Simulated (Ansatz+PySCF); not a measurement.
Two shapes of singlet H₂O.

Shape 1:

```xyz
3

O     0.0000    0.0000   -0.1197
H     0.0000    2.2625    1.6753
H     0.0000   -0.7542    0.4787
```

Shape 2:

```xyz
3

O     0.0000    0.0000   -0.3590
H     0.0000    2.2625    1.4360
H     0.0000   -2.2625    1.4360
```

Basis set: 6-31G* (spherical functions). Correlated methods keep 1 orbital frozen. Charge 0, multiplicity 1.

Computed with Ansatz (development build ahead of 0.2.0); each method stands on the lowest determinant of its kind that the runs found.

Which shape is lower in energy, and by how much in each method?

```
                            method  E(2) − E(1) (eV)
                               RHF             6.721
                               UHF             2.709
                           RHF-MP2             6.473
                           UHF-MP2             3.854
full CI (lowest root of this spin)             3.844
```

Shape 1 is lower. Caution for RHF, RHF-MP2: an unrestricted determinant lies well below. Caution for UHF, UHF-MP2: the unrestricted determinant is a mixture of spin states. Caution for RHF-MP2: large amplitudes, a single reference is doubtful; another reference gives a lower total. Caution for RHF-MP2, UHF-MP2: a plain start can end on a higher determinant. Caution for UHF-MP2: bonds are stretched, where a single reference can fail.
